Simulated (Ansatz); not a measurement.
Consider the substitution at a C–C bond: `C=C(C)CC` + `N#CO` → `CCOC#N` + `C=CC`.

Gas-phase electronic energies from Ansatz, PBE0-D4/def2-TZVP geometries. CBS: MP2 limit from def2 TZ/QZ plus the TZ coupled-cluster correction, frozen cores. This one scheme is used for every species. Functionals use def2-TZVPP. HSE06 is defined as in plane-wave codes. One conformer a species, not always the lowest.

Question: Is it downhill or uphill in electronic energy at CCSD(T)/CBS, and by how much? (An estimate is asked.)

Answer: The calculation gave: Uphill: ΔE = +34.5 kJ/mol.

Question: What do these levels give: PBE0-D4, r2SCAN0-D4, HSE06-D4, PBE-QIDH, revPBE, PBE0, r2SCAN0, HSE06, CCSD(T)/def2-SVP, CCSD/def2-TZVPP, MP2/def2-QZVPP, HF/CBS(def2)? (An estimate is asked.)

Answer: Computed: PBE0-D4 35.1, r2SCAN0-D4 32.7, HSE06-D4 34.9, PBE-QIDH 36.2, revPBE 25.0, PBE0 31.4, r2SCAN0 31.2, HSE06 31.5, CCSD(T)/def2-SVP 34.3, CCSD/def2-TZVPP 33.0, MP2/def2-QZVPP 40.4, HF/CBS(def2) 16.2 kJ/mol.

Largest T1 diagnostic among the species: 0.014.

From BLYP to BHLYP (50 % exact exchange), in def2-TZVPP and without D4, ΔE moves by +5.5 kJ/mol. In def2-TZVPP, CCSD(T) changes the Hartree–Fock value by +17.3 kJ/mol (the triples alone add +0.9 kJ/mol) and MP2 by +23.6 kJ/mol. The D4 term adds +6.4 kJ/mol with B3LYP and +3.6 kJ/mol with PBE0; it sums over pairs of atoms, weighted by their polarisabilities, and B3LYP, whose exchange is more repulsive, gets the larger term.

B3LYP here is the variant with VWN-RPA as its local correlation; programs differ in this.
